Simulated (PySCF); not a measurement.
Molfile (atoms numbered from 1):
```
HN2O
     RDKit          3D

  4  3  0  0  0  0  0  0  0  0999 V2000
   -0.4564   -0.1028    0.4522 N   0  0  0  0  0  0  0  0  0  0  0  0
    0.5921    0.1458    0.8054 N   0  0  0  0  0  0  0  0  0  0  0  0
    1.6442    0.2402    1.1909 O   0  0  0  0  0  0  0  0  0  0  0  0
   -1.2376    0.4280    0.0458 H   0  0  0  0  0  0  0  0  0  0  0  0
  1  2  2  0
  2  3  2  0
  1  4  1  0
M  CHG  1   2   1
M  END
```

Geometry: PBE0-D3(BJ)/def2-TZVP; GIAO absolute shieldings from PySCF 2.14, gas phase, non-relativistic, averaged over equivalent atoms.

At PBE0/pcSseg-2 (122 basis functions, 6.6 s wall time on 1 thread of an Arm Neoverse N1, shared host):
```json
{"atoms": "N2", "σ (ppm)": "0.0"}
{"atoms": "N1", "σ (ppm)": "174.9"}
{"atoms": "O3", "σ (ppm)": "99.4"}
{"atoms": "H4", "σ (ppm)": "22.82"}
```

Predict the values at KT3/pcSseg-2 on the same geometry.

Results:


```csv
atoms,σ at KT3/pcSseg-2,change
N2,17.5,+17.5
N1,177.0,+2.1
O3,109.0,+9.6
H4,23.05,+0.23
```

The largest change is at N2 (nitroso nitrogen). Cost: 122 basis functions, 7.2 s wall time on 1 thread of an Arm Neoverse N1, shared host.
